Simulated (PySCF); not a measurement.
# A diatomic session: AlP, part 2 of 2

PySCF 2.14.0; Al jorge-DZP-DKH, P jorge-DZP-DKH; spin-free X2C with a Gaussian nucleus. The steps go on from the part before.

**8. BLYP (GGA)**

Output of the SCF at 2.452 Å:

```text
[... 13 set-up lines left out, the same as in an earlier log ...]
max_memory 909 MB (current use 318 MB)
[... 3 set-up lines left out, the same as in an earlier log ...]
XC functionals = BLYP
    A. D. Becke.,  Phys. Rev. A 38, 3098 (1988)
    C. Lee, W. Yang, and R. G. Parr.,  Phys. Rev. B 37, 785 (1988)
    B. Miehlich, A. Savin, H. Stoll, and H. Preuss.,  Chem. Phys. Lett. 157, 200 (1989)
[... 2 set-up lines left out, the same as in an earlier log ...]
init E= -584.977530265045
cycle= 1 E= -584.980049771484  delta_E= -0.00252  |g|= 0.0134  |ddm|= 0.12
cycle= 2 E= -584.979987557487  delta_E= 6.22e-05  |g|= 0.0118  |ddm|= 0.0486
cycle= 3 E= -584.980099453861  delta_E= -0.000112  |g|= 0.00692  |ddm|= 0.0359
cycle= 4 E= -584.980142042859  delta_E= -4.26e-05  |g|= 0.000578  |ddm|= 0.0118
cycle= 5 E= -584.980142306097  delta_E= -2.63e-07  |g|= 0.000137  |ddm|= 0.00103
cycle= 6 E= -584.980142321917  delta_E= -1.58e-08  |g|= 2.79e-05  |ddm|= 0.000322
cycle= 7 E= -584.980142322728  delta_E= -8.11e-10  |g|= 2.65e-06  |ddm|= 7.14e-05
Extra cycle  E= -584.980142322733  delta_E= -5.12e-12  |g|= 2.41e-06  |ddm|= 1.3e-05
converged SCF energy = -584.980142322733  <S^2> = 2.0040631  2S+1 = 3.0027075
```

Re = 2.488 Å, ωe = 334 cm⁻¹, ωexe = 1.50 cm⁻¹, αe = 0.00132 cm⁻¹, Be = 0.1889 cm⁻¹, De = 2.23 eV, μ = -0.98 D. 6.7 s of CPU time for 12 points, integrals apart.

**9. r²SCANh (hybrid meta-GGA)**

Log of the SCF at 2.452 Å:

```text
[... 17 set-up lines left out, the same as in an earlier log ...]
XC functionals = HYB_MGGA_XC_R2SCANH
    M. Bursch, H. Neugebauer, S. Ehlert, and S. Grimme.,  J. Chem. Phys. 156, 134105 (2022)
[... 2 set-up lines left out, the same as in an earlier log ...]
init E= -584.896022033077
cycle= 1 E= -584.896703022472  delta_E= -0.000681  |g|= 0.011  |ddm|= 0.0722
cycle= 2 E= -584.896719752609  delta_E= -1.67e-05  |g|= 0.00425  |ddm|= 0.0133
cycle= 3 E= -584.896725964402  delta_E= -6.21e-06  |g|= 0.00166  |ddm|= 0.00799
cycle= 4 E= -584.896728182315  delta_E= -2.22e-06  |g|= 0.000326  |ddm|= 0.00345
cycle= 5 E= -584.896728335406  delta_E= -1.53e-07  |g|= 0.000113  |ddm|= 0.000904
cycle= 6 E= -584.89672836834  delta_E= -3.29e-08  |g|= 4.26e-05  |ddm|= 0.000483
cycle= 7 E= -584.896728374743  delta_E= -6.4e-09  |g|= 1.37e-05  |ddm|= 0.000257
cycle= 8 E= -584.896728375245  delta_E= -5.02e-10  |g|= 2.92e-06  |ddm|= 8e-05
Extra cycle  E= -584.896728375251  delta_E= -6.03e-12  |g|= 2.97e-06  |ddm|= 1.2e-05
converged SCF energy = -584.896728375251  <S^2> = 2.0102691  2S+1 = 3.0068383
```

Re = 2.443 Å, ωe = 361 cm⁻¹, ωexe = 1.52 cm⁻¹, αe = 0.00131 cm⁻¹, Be = 0.1958 cm⁻¹, De = 2.11 eV, μ = -0.89 D.

**10. BHandHLYP (global hybrid GGA)**

Output of the SCF at 2.452 Å:

```text
[... 17 set-up lines left out, the same as in an earlier log ...]
XC functionals = BHANDHLYP
    A. D. Becke.,  J. Chem. Phys. 98, 1372 (1993)
    Defined through Gaussian implementation.
[... 2 set-up lines left out, the same as in an earlier log ...]
init E= -584.964595957501
cycle= 1 E= -584.965401158846  delta_E= -0.000805  |g|= 0.0125  |ddm|= 0.06
cycle= 2 E= -584.965445369987  delta_E= -4.42e-05  |g|= 0.0056  |ddm|= 0.0246
cycle= 3 E= -584.965460555062  delta_E= -1.52e-05  |g|= 0.00105  |ddm|= 0.00832
cycle= 4 E= -584.96546185433  delta_E= -1.3e-06  |g|= 0.000319  |ddm|= 0.00287
cycle= 5 E= -584.965462172747  delta_E= -3.18e-07  |g|= 9.78e-05  |ddm|= 0.00135
cycle= 6 E= -584.965462215602  delta_E= -4.29e-08  |g|= 2.82e-05  |ddm|= 0.000593
cycle= 7 E= -584.965462219031  delta_E= -3.43e-09  |g|= 1.12e-05  |ddm|= 0.000169
cycle= 8 E= -584.965462219529  delta_E= -4.98e-10  |g|= 3.64e-06  |ddm|= 6.44e-05
Extra cycle  E= -584.965462219568  delta_E= -3.89e-11  |g|= 1.95e-06  |ddm|= 1.28e-05
converged SCF energy = -584.965462219568  <S^2> = 2.0063919  2S+1 = 3.0042583
```

Re = 2.438 Å, ωe = 365 cm⁻¹, ωexe = 1.52 cm⁻¹, αe = 0.00129 cm⁻¹, Be = 0.1967 cm⁻¹, De = 2.04 eV, μ = -1.12 D. 8.2 s of CPU time for 12 points, integrals apart.

**11. ωB97X (range-separated hybrid)**

Output of the SCF at 2.452 Å:

```text
[... 17 set-up lines left out, the same as in an earlier log ...]
XC functionals = WB97X
    J.-D. Chai and M. Head-Gordon.,  J. Chem. Phys. 128, 084106 (2008)
[... 2 set-up lines left out, the same as in an earlier log ...]
init E= -584.943544833029
cycle= 1 E= -584.945013861161  delta_E= -0.00147  |g|= 0.00969  |ddm|= 0.107
cycle= 2 E= -584.945156256459  delta_E= -0.000142  |g|= 0.00354  |ddm|= 0.0327
cycle= 3 E= -584.945180228472  delta_E= -2.4e-05  |g|= 0.00177  |ddm|= 0.0104
cycle= 4 E= -584.945185847936  delta_E= -5.62e-06  |g|= 0.000501  |ddm|= 0.00614
cycle= 5 E= -584.945186810056  delta_E= -9.62e-07  |g|= 0.000188  |ddm|= 0.00224
cycle= 6 E= -584.945186952331  delta_E= -1.42e-07  |g|= 4.11e-05  |ddm|= 0.000977
cycle= 7 E= -584.94518695812  delta_E= -5.79e-09  |g|= 1.36e-05  |ddm|= 0.000204
cycle= 8 E= -584.945186958774  delta_E= -6.54e-10  |g|= 6.59e-06  |ddm|= 6.38e-05
Extra cycle  E= -584.945186958905  delta_E= -1.31e-10  |g|= 4.22e-06  |ddm|= 2.07e-05
converged SCF energy = -584.945186958905  <S^2> = 2.0061533  2S+1 = 3.0040994
```

Re = 2.423 Å, ωe = 375 cm⁻¹, ωexe = 1.45 cm⁻¹, αe = 0.00124 cm⁻¹, Be = 0.1991 cm⁻¹, De = 2.24 eV, μ = -1.02 D. 11 s of CPU time for 12 points, integrals apart.

**12. UHF (mean field)**

The SCF at the reference distance, 2.452 Å, printed:

```text
******** <class 'pyscf.scf.uhf_symm.SymAdaptedUHF'> ********
method = SymAdaptedUHF
[... 11 set-up lines left out, the same as in an earlier log ...]
max_memory 909 MB (current use 320 MB)
[... 1 set-up line left out, the same as in an earlier log ...]
Overwritten attributes  get_k get_j get_hcore get_jk get_occ  of <class 'pyscf.scf.uhf_symm.SymAdaptedUHF'>
<class 'pyscf.scf.uhf_symm.SymAdaptedUHF'> does not have attributes  refdm
[... 1 set-up line left out, the same as in an earlier log ...]
init E= -583.854956169816
cycle= 1 E= -583.864675870863  delta_E= -0.00972  |g|= 0.0252  |ddm|= 0.14
cycle= 2 E= -583.86529517204  delta_E= -0.000619  |g|= 0.00784  |ddm|= 0.0417
cycle= 3 E= -583.865424214235  delta_E= -0.000129  |g|= 0.00335  |ddm|= 0.0207
cycle= 4 E= -583.865454847143  delta_E= -3.06e-05  |g|= 0.00123  |ddm|= 0.0116
cycle= 5 E= -583.865459867687  delta_E= -5.02e-06  |g|= 0.000471  |ddm|= 0.00481
cycle= 6 E= -583.865460691931  delta_E= -8.24e-07  |g|= 0.000157  |ddm|= 0.0024
cycle= 7 E= -583.865460791976  delta_E= -1e-07  |g|= 9.63e-05  |ddm|= 0.000722
cycle= 8 E= -583.865460845947  delta_E= -5.4e-08  |g|= 4.33e-05  |ddm|= 0.000711
cycle= 9 E= -583.865460858012  delta_E= -1.21e-08  |g|= 1.26e-05  |ddm|= 0.000421
cycle= 10 E= -583.865460858738  delta_E= -7.26e-10  |g|= 3.07e-06  |ddm|= 9.68e-05
Extra cycle  E= -583.865460858759  delta_E= -2.11e-11  |g|= 1.85e-06  |ddm|= 9.38e-06
converged SCF energy = -583.865460858759  <S^2> = 2.0179088  2S+1 = 3.0119156
```

Re = 2.450 Å, ωe = 364 cm⁻¹, ωexe = 1.65 cm⁻¹, αe = 0.00129 cm⁻¹, Be = 0.1947 cm⁻¹, De = 1.04 eV, μ = -1.23 D.

**13. MP2 and coupled cluster**

Reference: UHF; core orbitals frozen: 10; virtual orbitals above 20 hartree dropped in coupled cluster: 5. MP2 keeps all virtuals, so it differs from the MP2 energy in the coupled-cluster log.

Log of the coupled-cluster run at 2.452 Å:

```text
******** <class 'pyscf.cc.uccsd.UCCSD'> ********
CC2 = 0
CCSD nocc = (np.int64(5), np.int64(3)), nmo = (33, 33)
frozen orbitals [[0, 1, 2, 3, 4, 5, 6, 7, 8, 9, 43, 44, 45, 46, 47], [0, 1, 2, 3, 4, 5, 6, 7, 8, 9, 43, 44, 45, 46, 47]]
max_cycle = 80
direct = 0
conv_tol = 1e-07
conv_tol_normt = 1e-05
diis_space = 8
diis_start_cycle = 0
diis_start_energy_diff = 1e+09
max_memory 909 MB (current use 360 MB)
Init t2, MP2 energy = -0.118049515054357
Init E_corr(UCCSD) = -0.118049515059973
cycle = 1  E_corr(UCCSD) = -0.140116662714979  dE = -0.0220671477  norm(t1,t2) = 0.0788502
cycle = 2  E_corr(UCCSD) = -0.14643469450792  dE = -0.00631803179  norm(t1,t2) = 0.0335687
cycle = 3  E_corr(UCCSD) = -0.150711328655498  dE = -0.00427663415  norm(t1,t2) = 0.0172273
cycle = 4  E_corr(UCCSD) = -0.150653297998254  dE = 5.80306572e-05  norm(t1,t2) = 0.00329338
cycle = 5  E_corr(UCCSD) = -0.150604367516167  dE = 4.89304821e-05  norm(t1,t2) = 0.00156374
cycle = 6  E_corr(UCCSD) = -0.15062327063717  dE = -1.8903121e-05  norm(t1,t2) = 0.000666692
cycle = 7  E_corr(UCCSD) = -0.150617196814127  dE = 6.07382304e-06  norm(t1,t2) = 0.000253461
cycle = 8  E_corr(UCCSD) = -0.150618593548727  dE = -1.3967346e-06  norm(t1,t2) = 0.000102332
cycle = 9  E_corr(UCCSD) = -0.150620518198761  dE = -1.92465003e-06  norm(t1,t2) = 3.72396e-05
cycle = 10  E_corr(UCCSD) = -0.150619992789918  dE = 5.25408843e-07  norm(t1,t2) = 1.47234e-05
cycle = 11  E_corr(UCCSD) = -0.150619796892284  dE = 1.95897634e-07  norm(t1,t2) = 5.88884e-06
cycle = 12  E_corr(UCCSD) = -0.150619904479546  dE = -1.07587261e-07  norm(t1,t2) = 2.25281e-06
cycle = 13  E_corr(UCCSD) = -0.150619999017547  dE = -9.45380008e-08  norm(t1,t2) = 6.93026e-07
UCCSD converged
E(UCCSD) = -584.016080857777  E_corr = -0.1506199990175466
UCCSD(T) correction = -0.00453796023879138
```

Correlation energy (eV) along the bond:

| R (Å) | MP2 | SCS-MP2 | CCSD | CCSD(T) | T1 |
| --- | --- | --- | --- | --- | --- |
| 2.109 | -3.234 | -3.264 | n/a | n/a | n/a |
| 2.207 | -3.230 | -3.263 | -4.096 | -4.214 | 0.017 |
| 2.305 | -3.226 | -3.263 | -4.097 | -4.217 | 0.018 |
| 2.378 | -3.222 | -3.264 | -4.098 | -4.219 | 0.018 |
| 2.452 | -3.219 | -3.264 | -4.099 | -4.222 | 0.019 |
| 2.526 | -3.216 | -3.265 | -4.100 | -4.225 | 0.019 |
| 2.624 | -3.211 | -3.265 | -4.101 | -4.230 | 0.020 |
| 2.746 | -3.203 | -3.263 | -4.104 | -4.236 | 0.022 |
| 2.893 | -3.177 | -3.241 | -4.103 | -4.238 | 0.028 |
| 3.090 | -3.066 | -3.124 | n/a | n/a | n/a |

UHF-MP2: Re = 2.444 Å, ωe = 368 cm⁻¹, ωexe = 1.44 cm⁻¹, αe = 0.00125 cm⁻¹, Be = 0.1957 cm⁻¹, De = 1.64 eV.

UHF-SCS-MP2: Re = 2.452 Å, ωe = 363 cm⁻¹, ωexe = 1.37 cm⁻¹, αe = 0.00125 cm⁻¹, Be = 0.1945 cm⁻¹, De = 1.63 eV.

UHF-CCSD: Re = 2.453 Å, ωe = 362 cm⁻¹, ωexe = 1.65 cm⁻¹, αe = 0.00130 cm⁻¹, Be = 0.1944 cm⁻¹, De = 1.60 eV.

UHF-CCSD(T): Re = 2.456 Å, ωe = 359 cm⁻¹, ωexe = 1.66 cm⁻¹, αe = 0.00132 cm⁻¹, Be = 0.1938 cm⁻¹, De = 1.67 eV.

**14. The curves together**

Energy (eV) from each level's lowest point:

```
R (Å)    UHF  UHF-MP2  UHF-SCS-MP2  UHF-CCSD  UHF-CCSD(T)    PBE   BLYP  r²SCAN  r²SCANh   PBE0  BHandHLYP  ωB97X
2.109  0.649    0.634        0.650       n/a          n/a  0.670  0.704   0.621    0.609  0.615      0.596  0.557
2.207  0.287    0.277        0.288     0.290        0.295  0.308  0.334   0.273    0.264  0.269      0.255  0.228
2.305  0.090    0.083        0.091     0.092        0.095  0.105  0.121   0.084    0.079  0.081      0.073  0.058
2.378  0.020    0.017        0.020     0.021        0.023  0.028  0.037   0.018    0.016  0.017      0.013  0.005
2.452  0.000    0.000        0.000     0.000        0.000  0.000  0.000   0.000    0.000  0.000      0.000  0.000
2.526  0.018    0.021        0.018     0.017        0.015  0.009  0.000   0.018    0.021  0.021      0.024  0.032
2.624  0.085    0.094        0.085     0.083        0.078  0.063  0.043   0.084    0.090  0.090      0.097  0.116
2.746  0.216    0.233        0.218     0.211        0.203  0.179  0.143   0.212    0.223  0.224      0.235  0.267
2.893  0.407    0.449        0.430     0.403        0.392  0.360  0.305   0.405    0.422  0.427      0.440  0.489
3.090  0.647    0.800        0.787       n/a          n/a  0.634  0.554   0.692    0.715  0.727      0.741  0.811
```

The whole job (state search and all levels along the bond) took 2.5 min on 1 thread of Arm Neoverse N1 (shared host), peak memory 0.58 GiB.

**15. What came out**

This closing draws on all 2 parts.

Lowest PBE0 solution found, without spin–orbit coupling: ³Σ⁻ (triplet), unpaired electrons π ↑↑. State 2 has its PBE0 minimum 0.01 eV higher. State 3 has its PBE0 minimum 0.16 eV higher, as a spin-mixed determinant (⟨S²⟩ = 1.02), so this is no gap between pure states. State 4 has its PBE0 minimum 0.32 eV higher, as a spin-mixed determinant (⟨S²⟩ = 1.01), so this is no gap between pure states. The other levels ran on the lowest alone.

```csv
level,Re (Å),ωe (cm⁻¹),De (eV),μ (D)
UHF,2.450,364,1.04,-1.23
UHF-MP2,2.444,368,1.64,n/a
UHF-SCS-MP2,2.452,363,1.63,n/a
UHF-CCSD,2.453,362,1.60,n/a
UHF-CCSD(T),2.456,359,1.67,n/a
PBE,2.469,348,2.30,-0.87
BLYP,2.488,334,2.23,-0.98
r²SCAN,2.449,357,2.15,-0.84
r²SCANh,2.443,361,2.11,-0.89
PBE0,2.445,363,2.18,-0.96
BHandHLYP,2.438,365,2.04,-1.12
ωB97X,2.423,375,2.24,-1.02
```

De is counted to Al + P in their ground configurations. A positive dipole means Al(−)P(+).

Differences from CCSD(T) in the same basis:

```
      level  Re (mÅ)  ωe (%)
        UHF       -6    +1.5
    UHF-MP2      -12    +2.7
UHF-SCS-MP2       -5    +1.2
   UHF-CCSD       -4    +0.9
        PBE      +13    -3.1
       BLYP      +31    -6.9
     r²SCAN       -7    -0.4
    r²SCANh      -13    +0.7
       PBE0      -12    +1.1
  BHandHLYP      -18    +1.9
      ωB97X      -33    +4.7
```

Time per point (s) on 1 thread of Arm Neoverse N1, shared host (CPU time, shared integrals of 0.1 s apart; correlated levels include their reference; CCSD comes with the CCSD(T) run); the times are rough: UHF 0.17, UHF-MP2 0.27, UHF-SCS-MP2 0.27, PBE 0.82, BLYP 0.55, r²SCAN 1.1, r²SCANh 1.2, PBE0 1.2, BHandHLYP 0.68, ωB97X 0.92; the reference 1.8.

The cheapest levels within 12 mÅ and 2.5 % of CCSD(T): UHF-SCS-MP2 (0.27 s), UHF (0.17 s). The dearest run takes 1.8 s.

**Reading.** Against CCSD(T) in the same basis, the bond length is nearest at UHF-CCSD (-4 mÅ) and farthest at ωB97X (-33 mÅ); the wavenumber is nearest at r²SCAN (-0.4 %) and farthest at BLYP (-6.9 %). Hartree–Fock falls on the short and stiff side, its usual fault. PBE gives a bond that is too long and too soft, as GGAs tend to. CCSD(T) in a basis this small is itself some way from its limit, more so than the functionals. Of the levels with a De here, UHF gives the least (1.04 eV) and PBE the most (2.30 eV).

Correlated steps freeze 10 core orbitals.
